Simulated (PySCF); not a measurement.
**How the method moves the adiabatic energies of losing or gaining an electron of `[SiH2]Cl` (ClH2Si•)**

The parent is a doublet.

All levels share the PBE0-D3(BJ)/ma-def2-SVP structures and the PBE0-D3(BJ)/ma-def2-SVP thermal terms; only the single-point energies (PySCF) change. Values are adiabatic energies of losing or gaining an electron (0 K, eV).

```jsonl
{"level": "HF/ma-def2-TZVP", "electron affinity to the singlet anion": "0.75", "ionisation energy to the singlet cation": "7.53", "time": "11 s"}
{"level": "MP2/ma-def2-TZVP", "electron affinity to the singlet anion": "1.61", "ionisation energy to the singlet cation": "7.73", "time": "21 s"}
{"level": "CCSD(T)/ma-def2-TZVP", "electron affinity to the singlet anion": "1.74", "ionisation energy to the singlet cation": "7.80", "time": "4.7 min"}
{"level": "M06-2X/ma-def2-TZVP", "electron affinity to the singlet anion": "1.79", "ionisation energy to the singlet cation": "7.93", "time": "–"}
```

Times are wall times for all single points of a level on 1 thread of Arm Neoverse V2, a shared host; the dash marks the run that also made the structures.

Hartree-Fock leaves out electron correlation, so its ionisation energies and electron affinities from energy differences come out too low, often by 1 eV or more.

The widest spread is that of electron affinity to the singlet anion: 1.04 eV, from 0.75 to 1.79.
